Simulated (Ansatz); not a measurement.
Ansatz (a quantum-chemistry and plane-wave program) input:

Ansatz 0.2 input:
```yaml
crystal:
  periodic: [false, false, false]
  atoms:
    - {symbol: C, position_ang: [0.00340085, 0.10411341, 0.84463058]}
    - {symbol: C, position_ang: [-0.00316901, 0.02839917, -0.68472531]}
    - {symbol: H, position_ang: [-0.87168362, -0.45775013, 1.22954120]}
    - {symbol: H, position_ang: [0.88597729, -0.45133029, 1.22167274]}
    - {symbol: H, position_ang: [-0.00176189, -0.97997600, -1.19312952]}
    - {symbol: H, position_ang: [-0.88238004, 0.54379300, -1.10483906]}
    - {symbol: H, position_ang: [0.86845721, 0.55018792, -1.11267697]}
basis:
  gaussian:
    orbitals: aug-cc-pVDZ
total_charge: -1
magnetization: {spin_polarized: false}
correlation: {method: ccsd_t, electrons: outside_noble_gas}
output: {forces: true}
```

Task: Predict the final energy.

Result: -78.91765 Eh (CCSD(T)/aug-cc-pVDZ). The basis has 91 functions. The run takes very roughly 25 core-seconds.

It need not be the lowest isomer of its formula. Whether it binds its extra electron was not tested at this geometry.
